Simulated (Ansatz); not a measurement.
Molecule: HCl (charge +1, doublet). SMILES of the parent species: Cl
Structure (B3LYP-D3(BJ)/def2-TZVP (Ansatz, a program for electronic structure) minimum search):
```xyz
2

Cl     0.0000     0.0000    -0.0736
H      0.0000     0.0000     1.2515
```
Charge +1, spin multiplicity 2.

Parts of the frozen-core correlation energy in cc-pV(D+d)Z (Ansatz, hartree). Frozen orbitals: 5; correlated occupied orbitals by spin: 4 and 3; virtual: 19 and 20. Open shells are spin-unrestricted. No spin-orbit coupling. No relativistic terms.

| term | value |
|---|---|
| reference (HF) | -459.66733 |
| MP2 opposite-spin | (withheld) |
| MP2 same-spin | (withheld) |
| CCSD correlation | -0.14238 |
| (T) | (withheld) |
| CCSDT minus CCSD(T) | -0.00043 |
| CCSDT(Q) minus CCSD(T) | -0.00059 |
| T1 diagnostic | 0.008 |
| largest doubles amplitude | 0.060 |
| <S^2> of the reference | 0.759 |

Task: Fill in the missing entries.

Result: 
- MP2 opposite-spin, value: -0.09225
- MP2 same-spin, value: -0.02755
- (T), value: -0.00240
